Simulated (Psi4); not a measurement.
Reaction (SMILES): C=O (CH2-O) + 2 [H][H] (H2) → C (CH4) + O (H2O)
B3LYP-D3(BJ)/def2-TZVP geometries, fixed; electronic energies without zero-point terms.

The energy of full hydrogenation at MP2 with Psi4, in kcal/mol, split into its Hartree-Fock and correlation parts. Density fitting with the program's default auxiliary sets. Cores are frozen. No added dispersion term, no relativity. Functions are those of the species that has most.

```tsv
basis	X	functions	Hartree-Fock	MP2
aug-cc-pVDZ	2	64	-61.30	-61.68
aug-cc-pVTZ	3	138	-58.75	-61.09
aug-cc-pVQZ	4	264	-58.50	-61.10
```

Worked estimate of the basis-set limit from each neighbouring pair, with Hartree-Fock from the larger set and the correlation part extrapolated as X^-3.
Correlation parts: X = 2: -0.38, X = 3: -2.34, X = 4: -2.60.
- (2,3): (27·(-2.34) - 8·(-0.38))/19 = -3.17; with Hartree-Fock -58.75 the estimate is -61.92 kcal/mol.
- (3,4): (64·(-2.60) - 27·(-2.34))/37 = -2.79; with Hartree-Fock -58.50 the estimate is -61.29 kcal/mol.
The last two estimates differ by 0.63 kcal/mol; the largest set lies 0.19 from the last. Over the last step Hartree-Fock moves by 0.25 and the correlation part by -0.26.
